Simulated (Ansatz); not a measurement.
A run of Ansatz (development build ahead of 0.2.0) on triplet CHP in separate pieces at this shape:

```xyz
3

C     0.0000    0.0000    0.0000
H     0.0000    0.0000    2.9960
P     0.0000    0.0000   -5.2080
```

Its results:

```
Converged                       : yes
Total energy                    : -379.31978 hartree
Spin squared of the determinant : 2.000
Stability test                  : minimum among restricted orbitals
```

Q: Which input gives this output? Name the method, the orbitals and the basis set, and write the input.

A: PBE (restricted open-shell) in pcseg-2.

```yaml
crystal:
  periodic: [false, false, false]
  atoms:
    - { symbol: C, position_ang: [0.0, 0.0, 0.0] }
    - { symbol: H, position_ang: [0.0, 0.0, 2.996] }
    - { symbol: P, position_ang: [0.0, 0.0, -5.208] }
basis:
  gaussian: { orbitals: pcseg-2 }
magnetization:
  initial_magnetization: 2
hamiltonian:
  xc: pbe
```

Caution: stretched shape with no unrestricted run beside it, a lower state can exist; charge can spread falsely over distant fragments; other spin multiplicities may lie lower.
